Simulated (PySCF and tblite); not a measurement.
Results of a calculation; reference values are marked as such.
System: C3H3ClN2, numbered as in [Cl:1][c:2]1[cH:3][n:4][nH:5][cH:6]1.

Motion: shift of H on N5 from N5 to N4. GFN2-xTB gives an electronic barrier of 45.6 kcal/mol.

Tunnelling of the moving H, left out here, will speed the real process. In real samples such hydrogens mostly exchange between molecules or through solvent, far faster than by this path.

PBE0/pcSseg-1 + D3(BJ) on B3LYP-D3(BJ)/def2-SVP geometries gives 50.7 kcal/mol and k(298 K) = 8.3×10⁻²² s⁻¹.

Q: What does PBE0/pcSseg-1 + D3(BJ), IEF-PCM cyclohexane give on B3LYP-D3(BJ)/def2-SVP geometries?

A: A barrier of 51.5 kcal/mol, 0.8 above the first DFT barrier (from unrounded values) and, with GFN2-xTB thermal terms, ΔG‡(298 K) = 47.5 kcal/mol and k = 2×10⁻²² s⁻¹ (2 equivalent paths).

Programs: tblite and PySCF.
